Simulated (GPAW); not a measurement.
# SiNH4O (SMILES [NH][SiH2]O), run twice

Wanted: energy and one-electron properties of SiNH4O, URPBE/dzp (scalar-relativistic datasets).

Program for the calculation: GPAW 26.7.0.

2 further runs of the same task are left out: 2 set aside as unsound or not needed. Runs told in other sessions of the task aren't counted.

### 1 Starting point

SiNH4O has 7 atoms, charge 0, and is taken as a doublet. As SMILES, `[NH][SiH2]O`. The shape is that of a PBE0-D4/def2-TZVP optimisation. This is one conformer, not always the lowest.

Bond lengths: N1–Si2 1.741 Å, Si2–O3 1.637 Å, N1–H4 1.022 Å, Si2–H5 1.484 Å, Si2–H6 1.493 Å, O3–H7 0.959 Å. Angles: N1–Si2–O3 110.5°, N1–Si2–H5 113.2°, N1–Si2–H6 105.1°, O3–Si2–H5 105.4°, O3–Si2–H6 112.1°, Si2–N1–H4 114.4°, Si2–O3–H7 117.6°, H5–Si2–H6 110.7°.

### 2 First attempt

Input file run.xyz:

```xyz
7

N     -1.219700    -0.362600     0.666700
Si     0.116600     0.212100    -0.290000
O      1.398500    -0.795100    -0.146900
H     -2.101000     0.125500     0.496300
H     -0.184300     0.263000    -1.742100
H      0.414600     1.577200     0.236200
H      1.636600    -1.088000     0.734200
```

Input file calc.py:

```python
import numpy as np
from ase.io import read
from ase.units import Debye
from gpaw import GPAW

# Geometry
atoms = read("run.xyz")
atoms.center(vacuum=4.5)
atoms.set_initial_magnetic_moments([0.333333, 0.333333, 0.333333, 0.0, 0.0, 0.0, 0.0])

# GPAW settings
calc = GPAW(mode="lcao",
            basis="dzp",
            h=0.2,
            xc="RPBE",
            occupations={"name": "fermi-dirac", "width": 2.0, "fixmagmom": True},
            maxiter=84,
            symmetry="off",
            txt="-")
atoms.calc = calc

energy = atoms.get_potential_energy()
print(f"Energy = {energy:.5f} eV")
forces = atoms.get_forces()
print("Forces (eV/Ang)")
for symbol, f in zip(atoms.symbols, forces):
    print(f'{symbol:2} {f[0]:9.4f} {f[1]:9.4f} {f[2]:9.4f}')
dipole = atoms.get_dipole_moment() / Debye
print(f"Dipole                  {np.linalg.norm(dipole):.3f} D")
```

Command:

```console
$ python3 -u calc.py | tee calc.out
```

Output:

```text
[...]
Number of symmetries: 1
[...]
  Number of IBZ points: 1
[...]
basis functions: 59
Spin-components: 2 (collinear spins)
Bands:           16
[...]
  Valence electrons: 19.0
[...]
  Grid points: [64 60 56]
  Charge: 0.0  # |e|
[...]
    cutoffs:
[...]
occupation numbers:
  Fixed magnetic moment: 1.000
[...]
xc functional:
  name: RPBE with 2 nearest neighbor stencil
[...]
|iter     |     time |      energy | eigst |  dens |  magmom |
[...]
|iter:   1| 00:00:05 |  -31.836793 |      c|       |  +0.9983|
[...]
|iter:  11| 00:00:14 |  -29.736393c|      c| -4.35c|  +1.0000|
Converged in 11 steps
[...]
Energy contributions relative to reference atoms: (reference = -11467.047474)
Energy contributions:
  Kinetic:          39.385298
  Coulomb:         -34.148650
  Zero:              0.648037
  External:          0.000000
  Xc:              -28.626525
  Entropy:         -13.989103
  Spinorbit:         0.000000
  ----------------------------
  Free energy:     -36.730944
  Extrapolated:    -29.736393
dipole moment: (0.061175, 0.056017, 0.043453)  # |e|*Ang
Total magnetic moment: (0.000000, 0.000000, 0.999998)
Local magnetic moments
|        x |        y |        z |
|----------|----------|----------|
| 0.000000 | 0.000000 | 0.151757 |  # N    0
| 0.000000 | 0.000000 | 0.074723 |  # Si   1
| 0.000000 | 0.000000 | 0.090299 |  # O    2
| 0.000000 | 0.000000 | 0.006705 |  # H    3
| 0.000000 | 0.000000 | 0.019100 |  # H    4
| 0.000000 | 0.000000 | 0.021298 |  # H    5
| 0.000000 | 0.000000 | 0.005476 |  # H    6
Fermi levels: -3.418, -5.105
Eigenvalues  # (at kpt = [0.000, 0.000, 0.000])
| band index |      eig [eV] | occ [0-1] |      eig [eV] | occ [0-1] |
|------------|---------------|-----------|---------------|-----------|
|          0 |       -26.533 |     1.000 |       -26.312 |     1.000 |
|        ... |               |           |               |           |
|          2 |       -14.923 |     0.997 |       -14.738 |     0.992 |
|          3 |       -12.353 |     0.989 |       -12.107 |     0.971 |
|          4 |       -10.835 |     0.976 |       -10.537 |     0.938 |
|          5 |       -10.191 |     0.967 |        -9.928 |     0.918 |
|          6 |        -9.431 |     0.953 |        -9.144 |     0.883 |
|          7 |        -8.463 |     0.926 |        -8.142 |     0.820 |
|          8 |        -7.381 |     0.879 |        -6.815 |     0.702 |
|          9 |        -6.356 |     0.813 |        -5.682 |     0.572 |
|         10 |        -0.164 |     0.164 |         0.068 |     0.070 |
|         11 |         0.651 |     0.116 |         0.897 |     0.047 |
[...]
Gap: 5.517 eV
Transition (v -> c):
[...]
Forces (eV/Ang)
N     0.7507   -1.2978    0.4883
Si   -1.6927    1.3857   -0.1393
O     1.6491   -0.9941   -2.2208
H    -1.8043    0.7153   -0.0829
H    -0.2230   -0.0056   -1.3497
H     0.4231    1.2056    0.4180
H     0.8880   -1.0313    2.6906
Dipole                  0.450 D
```

It took 15 s on 1 thread of Arm Neoverse V1, shared host; peak memory 0.78 GiB.

### 3 Diagnosis

The run finished; that doesn't make the result usable.

The cause is that the smearing is far too wide. To mend it: width 0.02 in place of 2.

### 4 Second attempt

run.xyz is that of step 2.

Input file run.py:

```python
import numpy as np
from ase.io import read
from ase.units import Debye
from gpaw import GPAW

mol = read('run.xyz')
mol.center(vacuum=4.5)
mol.set_initial_magnetic_moments([0.333333, 0.333333, 0.333333, 0.0, 0.0, 0.0, 0.0])

calc = GPAW(mode='lcao',
            xc='RPBE',
            symmetry='off',
            maxiter=100,
            occupations={'name': 'fermi-dirac', 'width': 0.02, 'fixmagmom': True},
            basis='dzp',
            h=0.2,
            txt='-')
mol.calc = calc

energy = mol.get_potential_energy()
print(f'Energy = {energy:.5f} eV')
forces = mol.get_forces()
print('Forces (eV/Ang)')
for symbol, f in zip(mol.symbols, forces):
    print(f'{symbol:2} {f[0]:9.4f} {f[1]:9.4f} {f[2]:9.4f}')
dipole = mol.get_dipole_moment() / Debye
print(f'Dipole                  {np.linalg.norm(dipole):.3f} D')
```

Command:

```console
$ python3 -u run.py | tee run.out
```

Output (excerpt; [...] marks lines left out):

```text
[...]
Number of symmetries: 1
[...]
  Number of IBZ points: 1
[...]
basis functions: 59
Spin-components: 2 (collinear spins)
Bands:           16
[...]
  Valence electrons: 19.0
[...]
  Grid points: [64 60 56]
  Charge: 0.0  # |e|
[...]
    cutoffs:
[...]
occupation numbers:
  Fixed magnetic moment: 1.000
[...]
xc functional:
  name: RPBE with 2 nearest neighbor stencil
[...]
|iter     |     time |      energy | eigst |  dens |  magmom |
[...]
|iter:   1| 00:00:04 |  -32.529926 |      c|       |  +0.9983|
[...]
|iter:  10| 00:00:13 |  -30.859199c|      c| -4.01c|  +1.0000|
Converged in 10 steps
[...]
Energy contributions relative to reference atoms: (reference = -11467.047474)
Energy contributions:
  Kinetic:          34.620927
  Coulomb:         -34.287710
  Zero:              0.656297
  External:          0.000000
  Xc:              -31.848713
  Entropy:          -0.000000
  Spinorbit:         0.000000
  ----------------------------
  Free energy:     -30.859199
  Extrapolated:    -30.859199
dipole moment: (-0.076362, 0.154742, 0.088188)  # |e|*Ang
Total magnetic moment: (0.000000, 0.000000, 1.000007)
Local magnetic moments
|        x |        y |         z |
|----------|----------|-----------|
| 0.000000 | 0.000000 |  0.318799 |  # N    0
| 0.000000 | 0.000000 | -0.005244 |  # Si   1
| 0.000000 | 0.000000 | -0.002860 |  # O    2
| 0.000000 | 0.000000 | -0.005248 |  # H    3
| 0.000000 | 0.000000 |  0.014042 |  # H    4
| 0.000000 | 0.000000 |  0.021520 |  # H    5
| 0.000000 | 0.000000 | -0.000097 |  # H    6
Fermi levels: -6.420, -4.773
[...]
Gap: 0.462 eV
Transition (v -> c):
[...]
Forces (eV/Ang)
N     0.4123   -0.8480    0.3944
Si   -0.6228    0.5509   -0.0740
O     0.7771   -0.4620   -1.1011
H    -0.9125    0.5330   -0.2115
H     0.0003    0.0553   -0.4537
H     0.0643    0.4681    0.1211
H     0.2668   -0.3191    1.1232
Dipole                  0.931 D
```

Wall time 14 s (1 thread of Arm Neoverse V1, shared host); peak memory 0.78 GiB.

### 5 Summary of results

At URPBE/dzp (scalar-relativistic datasets):

```
                                              quantity        value
energy as printed (from the program's reference atoms)  -30.8592 eV
                                         dipole moment       0.93 D
                    HOMO energy (highest over α and β)     -6.25 eV
                     LUMO energy (lowest over α and β)     -4.48 eV
```

What this shows: The first attempt's energy was +1.123 eV off this one.
